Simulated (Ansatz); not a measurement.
A made-up structure of SiH₃O (charge +1), closed shell:

```xyz
5
angstrom
O 0.3499 -1.0405 0.5438
Si -0.3123 0.3364 -0.3173
H 1.2218 -1.1038 1.1811
H -1.6653 -0.0084 -1.1805
H 0.4059 1.8164 -0.2270
```

It is relaxed with PBE-D4/def2-SVP and then PBE0-D4/def2-TZVP (Ansatz 0.2.0). Atoms count as bonded within 1.22 times the sum of their covalent radii (H–H: 0.88 Å). The end point is not checked to be a true minimum.

Task: Does its bonding change? (Judge from chemistry; the calculation decides.)

Result: Computed: No: no bond forms or breaks.

Where it ends: The first stage lowers the energy by 0.91 eV in 6 steps. It ends as SiH₃O ([OH][SiH2]), total charge +1:
```json
{"atom": "O1", "x (Å)": "0.3125", "y (Å)": "-0.9288", "z (Å)": "0.4856"}
{"atom": "Si2", "x (Å)": "-0.2790", "y (Å)": "0.3004", "z (Å)": "-0.2834"}
{"atom": "H3", "x (Å)": "1.0910", "y (Å)": "-0.9853", "z (Å)": "1.0545"}
{"atom": "H4", "x (Å)": "-1.4870", "y (Å)": "-0.0081", "z (Å)": "-1.0540"}
{"atom": "H5", "x (Å)": "0.3624", "y (Å)": "1.6219", "z (Å)": "-0.2028"}
```

Labels in which every atom is bracketed show which atoms are joined, not bond orders.

For scale, one of the runs: PBE0-D4/def2-TZVP relaxation, 86 basis functions, launched by `ansatz run in.yaml --threads 2 --pin off --events-out ev --progress --plain --max-ram 4352MiB`. Hardware: 2 CPU threads of an Arm Neoverse V2, shared host. Wall time about 4.3 s.
